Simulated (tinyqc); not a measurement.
Worked calculation: Pariser-Parr-Pople SCF with singles CI, for the molecule Nc1ccc[cH-]1 (SMILES; centres numbered as the heavy atoms are written). One step of it, computed by the program tinyqc.

Problem. Iteration 3: orbitals and new P. Diagonalise F (the basis is taken as orthonormal) and form P = 2 sum c c over the lowest orbitals.

F (eV), lower triangle:
```
,1N,2C,3C,4C,5C,6C
1N,-4.139345
2C,-2.941785,1.238646
3C,0.432488,-4.662593,1.509095
4C,-0.132318,0.711368,-4.861548,1.492635
5C,-0.132318,0.711368,0.663936,-4.638362,1.492635
6C,0.432488,-4.662593,0.561529,0.663936,-4.861548,1.509095
```

pi electrons, sum of z_r less the charge = 8

Give: orbital energies; P after iteration 3.

Solution.

orbital energies (eV): -7.205  -4.944  -2.564  -1.633  9.642  9.807

P after iteration 3, lower triangle:
```
,1N,2C,3C,4C,5C,6C
1N,1.944
2C,0.212,1.202
3C,-0.167,0.628,1.218
4C,0.066,-0.250,0.649,1.210
5C,0.066,-0.250,-0.256,0.634,1.210
6C,-0.167,0.628,-0.207,-0.256,0.649,1.218
```
